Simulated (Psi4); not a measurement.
# One shape, several levels: SiH2SF (SMILES F[SiH2][S])

Wanted: a comparison of 3 runs (UHF/3-21G, UB3LYP/6-31G*, UHSE03-D4/6-311+G**) of SiH2SF. 

The calculation is run with Psi4 1.11.

1 further run of the same task is left out (set aside as unsound or not needed).

## Step 1: The system as given

SiH2SF: 5 atoms, total charge 0, spin state doublet. As SMILES, `F[SiH2][S]`. The shape is that of a PBE0-D4/def2-TZVP optimisation.

Bond lengths: F1–Si2 1.596 Å, Si2–S3 2.099 Å, Si2–H4 1.482 Å, Si2–H5 1.482 Å. Angles: F1–Si2–S3 114.0°, F1–Si2–H4 107.4°, F1–Si2–H5 107.4°, S3–Si2–H4 107.4°, S3–Si2–H5 107.4°, H4–Si2–H5 113.3°.

## Step 2: Energy and gradient at UHF/3-21G (run 1)

fh2ssi.xyz reads:

```xyz
5
FH2SSi
F     -0.324300    -0.023300     1.585400
Si     0.086000    -0.081000     0.044500
S     -1.148000     1.061300    -1.211000
H     -0.023500    -1.493100    -0.391000
H      1.459700     0.462600    -0.069300
```

calc.py reads:

```python
import psi4

psi4.set_memory('1600 MB')
psi4.set_num_threads(1)
psi4.core.set_output_file('psi4.out', False)

with open('fh2ssi.xyz') as f:
    atoms = ''.join(f.readlines()[2:])
m = psi4.geometry('0 2\n' + atoms + 'symmetry c1')

options = {'basis': '3-21G', 'reference': 'uhf', 'puream': True, 'e_convergence': 1e-09, 'd_convergence': 1e-08, 'scf_type': 'pk', 'maxiter': 200}
psi4.set_options(options)

energy_value, wavefunction = psi4.gradient('scf', molecule=m, return_wfn=True)
psi4.oeprop(wavefunction, 'MAYER_INDICES', 'LOWDIN_CHARGES', 'MULLIKEN_CHARGES')
print('gradient / Eh bohr^-1')
print(energy_value.np.round(6))
print(f'energy = {wavefunction.energy():.10f} Eh')
```

Started as:

```
$ python calc.py
```

psi4.out:

```text
[...]
  Running in c1 symmetry.
[...]
  Nuclear repulsion =  142.643701736636416
[...]
  Multiplicity = 2
[...]
  Nalpha       = 21
  Nbeta        = 20
[...]
    Number of basis functions: 39
[...]
   @UHF iter   1:  -782.99249689996918   -6.62606e-01   8.31021e-03 ADIIS/DIIS
[...]
   @UHF iter  13:  -783.07433499065064   -4.20641e-12   9.38281e-09 DIIS
[...]
   @S^2 Observed:                7.531637513E-01
[...]
  @UHF Final Energy:  -783.07433499065064
   => Energetics <=
    Nuclear Repulsion Energy =            142.6437017366364159
    One-Electron Energy =               -1370.1794042456731404
    Two-Electron Energy =                 444.4613675183861119
    Total Energy =                       -783.0743349906506410
  UHF NO Occupations:
  HONO-2 :   19  A 1.9997113
  HONO-1 :   20  A 1.9991321
[...]
 Multipole Moments:
 ------------------------------------------------------------------------------------
     Multipole            Electronic (a.u.)      Nuclear  (a.u.)        Total (a.u.)
 ------------------------------------------------------------------------------------
 L = 1.  Multiply by 2.5417464519 to convert [e a0] to [Debye]
 Dipole X            :         -1.4774524            2.0960038            0.6185515
 Dipole Y            :          0.8513646           -1.2831206           -0.4317561
 Dipole Z            :          1.6372010           -1.8634999           -0.2262990
 Magnitude           :                                                    0.7875471
[...]
  -Total Gradient:
     Atom            X                  Y                   Z
    ------   -----------------  -----------------  -----------------
       1        0.009325461645    -0.002303042324    -0.029003229460
       2       -0.035629711000     0.026374339105     0.004083154202
       3        0.023000064698    -0.021239606349     0.023080480476
       4       -0.000120395117    -0.003760768550     0.000532623818
       5        0.003424579781     0.000929078109     0.001306970967
[...]
  Mulliken Charges: (a.u.)
   Center  Symbol    Alpha    Beta     Spin     Total
       1     F     4.74764  4.75206 -0.00442 -0.49970
       2    SI     6.31993  6.42000 -0.10007  1.26007
       3     S     8.69682  7.66620  1.03062 -0.36302
       4     H     0.61781  0.58087  0.03694 -0.19867
       5     H     0.61780  0.58088  0.03693 -0.19868
   Total alpha = 21.00000, Total beta = 20.00000, Total charge = -0.00000
  Lowdin Charges: (a.u.)
   Center  Symbol    Alpha    Beta     Spin     Total
       1     F     4.68894  4.69436 -0.00542 -0.38330
[...]
```

On the terminal:

```text
gradient / Eh bohr^-1
[[ 0.009325 -0.002303 -0.029003]
 [-0.03563   0.026374  0.004083]
 [ 0.023    -0.02124   0.02308 ]
 [-0.00012  -0.003761  0.000533]
 [ 0.003425  0.000929  0.001307]]
energy = -783.0743349907 Eh
```

Run time: 2.9 s. Hardware: 1 thread of AMD EPYC 7R43 (Zen 3), shared host; peak memory 0.18 GiB.

## Step 3: Energy and forces at UB3LYP/6-31G(d) (spherical functions) (run 2)

fh2ssi.xyz is that of step 2.

run_ase.py reads:

```python
import numpy as np
from ase.calculators.psi4 import Psi4
from ase.io import read

a = read('fh2ssi.xyz')
calc = Psi4(atoms=a, method='b3lyp', basis='6-31G*', memory='1600MB', num_threads=1, charge=0, multiplicity=2, label='fh2ssi', reference='uks')
calc.psi4.set_options({'puream': True, 'e_convergence': 1e-09, 'd_convergence': 1e-08, 'scf_type': 'pk', 'dft_radial_points': 99, 'dft_spherical_points': 590, 'maxiter': 200})
a.calc = calc

forces = a.get_forces()
print(f'energy: {a.get_potential_energy():.6f} eV')
print('forces / eV A^-1')
print(np.round(forces, 5))
```

Started as:

```
$ python run_ase.py
```

fh2ssi.dat:

```text
[...]
  Running in c1 symmetry.
[...]
  Nuclear repulsion =  142.643701736636416
[...]
  Multiplicity = 2
[...]
  Nalpha       = 21
  Nbeta        = 20
[...]
    Number of basis functions: 54
[...]
   @UKS iter   1:  -788.69768264587356   -3.58283e-01   7.16067e-03 ADIIS/DIIS
[...]
   @UKS iter  12:  -788.76037209639867   -9.09495e-13   4.36773e-09 DIIS
[...]
   @S^2 Observed:                7.526784935E-01
[...]
  @UKS Final Energy:  -788.76037209639867
   => Energetics <=
    Nuclear Repulsion Energy =            142.6437017366364159
    One-Electron Energy =               -1375.7284609800399267
    Two-Electron Energy =                 491.0065224948230025
    DFT Exchange-Correlation Energy =     -46.6821353478181251
    Empirical Dispersion Energy =           0.0000000000000000
    VV10 Nonlocal Energy =                  0.0000000000000000
    Total Energy =                       -788.7603720963986689
[...]
 Multipole Moments:
 ------------------------------------------------------------------------------------
     Multipole            Electronic (a.u.)      Nuclear  (a.u.)        Total (a.u.)
 ------------------------------------------------------------------------------------
 L = 1.  Multiply by 2.5417464519 to convert [e a0] to [Debye]
 Dipole X            :         -1.7030327            2.0960038            0.3929711
 Dipole Y            :          1.0179246           -1.2831206           -0.2651960
 Dipole Z            :          1.6644492           -1.8634999           -0.1990508
 Magnitude           :                                                    0.5141755
[...]
  -Total Gradient:
     Atom            X                  Y                   Z
    ------   -----------------  -----------------  -----------------
       1        0.003374289315    -0.000543333303    -0.012262553932
       2       -0.006331798543     0.004134748020     0.004203029353
       3        0.004149256066    -0.004012545226     0.005259496832
       4       -0.000204607997     0.000700148499     0.001460624862
       5       -0.000966308077    -0.000288400589     0.001300445524
[...]
```

Standard output:

```text
energy: -21463.262966 eV
forces / eV A^-1
[[-0.17351  0.02794  0.63057]
 [ 0.32559 -0.21262 -0.21613]
 [-0.21336  0.20633 -0.27045]
 [ 0.01052 -0.036   -0.07511]
 [ 0.04969  0.01483 -0.06687]]
```

Wall time 22 s (1 thread of AMD EPYC 7R43 (Zen 3), shared host); peak memory 0.61 GiB.

## Step 4: The charge distribution at UHSE03-D4/6-311+G(d,p) (sfX2C, C-PCM toluene) (run 3)

fh2ssi.xyz is that of step 3.

fh2ssi.py reads:

```python
import psi4

psi4.set_memory(1600000000)
psi4.set_num_threads(1)
psi4.set_output_file('output.dat', False)

with open('fh2ssi.xyz') as f:
    atoms = ''.join(f.readlines()[2:])
geom = psi4.geometry('0 2\n' + atoms + 'symmetry c1\nno_reorient\nno_com')

psi4.set_options(dict(reference='uks', scf_type='pk', relativistic='x2c', pcm=True))
psi4.pcm_helper("""
  Units = Angstrom
  Medium {
    SolverType = CPCM
    Solvent = Toluene
  }
  Cavity {
    Type = GePol
    RadiiSet = UFF
    Scaling = False
    Area = 0.4
    Mode = Implicit
  }
""")

E, wfn = psi4.energy("hse03-d4/6-311+G**", molecule=geom, return_wfn=True)
psi4.oeprop(wfn, "DIPOLE", "ESP_AT_NUCLEI", "QUADRUPOLE", "WIBERG_LOWDIN_INDICES", "MULLIKEN_CHARGES", title="HSE03-D4")
print(f'total energy {E:.8f} hartree = {E * 27.211386:.5f} eV')
for k, v in sorted(psi4.core.scalar_variables().items()):
    print(f'{k:45s} {v:18.10f}')
```

Started as:

```
$ python fh2ssi.py
```

output.dat:

```text
[...]
  Running in c1 symmetry.
[...]
  Nuclear repulsion =  142.643701736636416
[...]
  Multiplicity = 2
[...]
  Nalpha       = 21
  Nbeta        = 20
[...]
    Number of basis functions: 94
[...]
    WARNING: The X2C and Dirac Hamiltonians have substatially different eigenvalues!
             This is probably caused by the recontraction of the basis set.
[...]
   @UKS iter   1:  -790.50903182053878   -4.08812e-01   6.96082e-03 DIIS/ADIIS
[...]
   @UKS iter   8:  -790.60170472192772   -2.53056e-07   9.65311e-07 DIIS
[...]
   @S^2 Observed:                7.534759270E-01
[...]
  @UKS Final Energy:  -790.60170472192772
   => Energetics <=
    Nuclear Repulsion Energy =            142.6437017366364159
    One-Electron Energy =               -1378.0579963289744683
    Two-Electron Energy =                 489.5686017411651392
    DFT Exchange-Correlation Energy =     -44.7497555683222146
    Empirical Dispersion Energy =          -0.0025397233684422
    VV10 Nonlocal Energy =                  0.0000000000000000
    PCM Polarization Energy =              -0.0037165790641086
    Total Energy =                       -790.6017047219277174
[...]
 Multipole Moments:
 ------------------------------------------------------------------------------------
     Multipole            Electronic (a.u.)      Nuclear  (a.u.)        Total (a.u.)
 ------------------------------------------------------------------------------------
 L = 1.  Multiply by 2.5417464519 to convert [e a0] to [Debye]
 Dipole X            :         35.6913419          -35.2367782            0.4545637
 Dipole Y            :        -27.8829153           27.6024736           -0.2804416
 Dipole Z            :          8.9538080           -9.3441288           -0.3903208
 Magnitude           :                                                    0.6615331
 L = 2.  Multiply by 1.3450342976 to convert [e a0^2] to [Debye ang]
 Quadrupole XX       :       -110.5981018           86.6619540          -23.9361478
 Quadrupole XY       :         68.2623447          -67.1829127            1.0794320
[...]
  Mulliken Charges: (a.u.)
   Center  Symbol    Alpha    Beta     Spin     Total
       1     F     4.63272  4.63455 -0.00182 -0.26727
       2    SI     6.74655  6.79082 -0.04427  0.46263
       3     S     8.50877  7.55036  0.95841 -0.05913
       4     H     0.55598  0.51213  0.04385 -0.06811
       5     H     0.55597  0.51214  0.04384 -0.06811
   Total alpha = 21.00000, Total beta = 20.00000, Total charge =  0.00000
  Wiberg Bond Indices using Orthogonal Lowdin Orbitals:
  Total Bond Index:
[...]
```

On the terminal:

```text
total energy -790.60170472 hartree = -21513.36816 eV
CURRENT ENERGY                                   -790.6017047219
CURRENT REFERENCE ENERGY                         -790.6017047219
DD SOLVATION ENERGY                                 0.0000000000
DFT FUNCTIONAL TOTAL ENERGY                      -790.5954484195
DFT TOTAL ENERGY                                 -790.5979881429
DFT VV10 ENERGY                                     0.0000000000
DFT XC ENERGY                                     -44.7497555683
DISPERSION CORRECTION ENERGY                       -0.0025397234
ESP AT CENTER 1                                   -26.6677048228
ESP AT CENTER 2                                   -49.5017319369
ESP AT CENTER 3                                   -59.6521075190
ESP AT CENTER 4                                    -1.0744258780
ESP AT CENTER 5                                    -1.0744264200
GRID ELECTRONS ALPHA                               20.9999754789
GRID ELECTRONS BETA                                19.9999752450
GRID ELECTRONS TOTAL                               40.9999507238
HSE03-D4(BJ,EEQ)ATM DISPERSION CORRECTION ENERGY      -0.0025397234
NUCLEAR REPULSION ENERGY                          142.6437017366
ONE-ELECTRON ENERGY                             -1378.0579963290
PCM POLARIZATION ENERGY                            -0.0037165791
PE ENERGY                                           0.0000000000
SCF ITERATION ENERGY                             -790.6017047219
SCF ITERATIONS                                      8.0000000000
SCF TOTAL ENERGY                                 -790.6017047219
TWO-ELECTRON ENERGY                               489.5686017412
XC GRID RADIAL POINTS                              75.0000000000
XC GRID SPHERICAL POINTS                          302.0000000000
XC GRID TOTAL POINTS                           109950.0000000000
```

Run time: 26 s. Hardware: 1 thread of AMD EPYC 7R43 (Zen 3), shared host; peak memory 0.66 GiB.

Atomic charges (e):

```tsv
atom	Mulliken
F1	-0.267
Si2	+0.463
S3	-0.059
H4	-0.068
H5	-0.068
```

## Step 5: All runs side by side

```tsv
run	level	integration grid	task	energy (Eh)	dipole moment (D)	HOMO energy (eV)	LUMO energy (eV)	wall time
1	UHF/3-21G	–	gradient	-783.074335	2.00	-10.75	-0.69	2.9 s
2	UB3LYP/6-31G* (spherical functions)	99 radial × 590 angular	gradient	-788.760372	1.31	-7.52	-5.21	22 s
3	UHSE03-D4/6-311+G** (sfX2C, C-PCM toluene)	75 radial × 302 angular	properties	-790.601705	1.68	-7.69	-5.44	26 s
```

## Step 6: Outcome

| quantity | value |
| --- | --- |
| run 3: total energy | -790.60170 Eh |
| run 3: dipole moment | 1.68 D |
| run 3: HOMO energy (highest over α and β) | -7.69 eV |
| run 3: LUMO energy (lowest over α and β) | -5.44 eV |
| run 3: dispersion energy | -6.67 kJ/mol |
| run 3: solvent term in the energy | -9.8 kJ/mol |
| run 3: ⟨S²⟩ | 0.753 |

**Reading.** The dipole moment (its size) runs from 1.31 D (UB3LYP/6-31G*) to 2.00 D (UHF/3-21G). The two ends differ in method and basis. Totals of different functionals can't be ranked against each other. Some runs of one species differ in core potentials or relativity; totals across that change don't compare. All runs together took 50 s, the longest 26 s.
